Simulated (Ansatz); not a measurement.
# MgNaH (singlet): the correlation ladder at angle Na1–Mg2–H3 = 180.0°, cc-pVTZ

One table from this session's results is given with a row withheld; the runs are named, their logs left out.

Program: Ansatz 0.2.0, Gaussian basis. Level of theory: cc-pVTZ, core rule «outside noble gas», up to 10 orbitals frozen. These are calculated values, not measurements.

To be run: UHF; CCSD(T) on RHF; BCCD(T) on RHF; CCSDT(Q) on RHF; Full CI.

26 further runs of the same task are left out: 14 for a known fault of the program, 9 that didn't finish, 3 set aside as unsound or not needed. Runs told in other sessions of the task aren't counted.

**What is computed**

The geometry derives from a PBE0/def2-TZVP stationary point (not a proven minimum). One angle is set to the value named; bond lengths are kept.

3 atoms, charge 0, spin multiplicity 1.

Atoms are counted from 1 here; the program's logs count them from 0.

Bond lengths: Na1–Mg2 3.016 Å, Mg2–H3 1.747 Å. Angles: Na1–Mg2–H3 180.0°.

Set-up of the first run:

File in.yaml:

```yaml
crystal:
  periodic: [false, false, false]
  atoms:
    - {symbol: Na, position_ang: [0.000000, 0.000000, 2.593200]}
    - {symbol: Mg, position_ang: [0.000000, 0.000000, -0.422900]}
    - {symbol: H, position_ang: [0.000000, 0.000000, -2.170300]}
basis:
  gaussian: {orbitals: cc-pVTZ}
magnetization: {spin_polarized: true, initial_magnetization: 0}
hamiltonian: {xc: hf}
output: {orbitals: {seedname: orbitals}}
```

Run with:

```console
ansatz run in.yaml --threads 1 --pin off --events-out ev --progress --plain --max-ram 2393MiB
```

Among the steps run: UHF; CCSD(T) on RHF; BCCD(T) on RHF; CCSDT(Q) on RHF; Full CI.

One of the session's tables, all rows but one given; the rest of the session is left out.

It belongs to the step «Misses and costs». 

```
   method  from FCI (kcal/mol)
      RHF               +45.07
     RMP2                    ?
    RCCSD                +0.82
 RCCSD(T)                +0.21
  BCCD(T)                +0.20
   RCCSDT                +0.03
RCCSDT(Q)                +0.01
      FCI                    0
```

Estimate the missing values for RMP2.

As computed: from FCI (kcal/mol): +11.70. In the column «from FCI (kcal/mol)» it lies between RCCSD (+0.82) and RHF (+45.07).
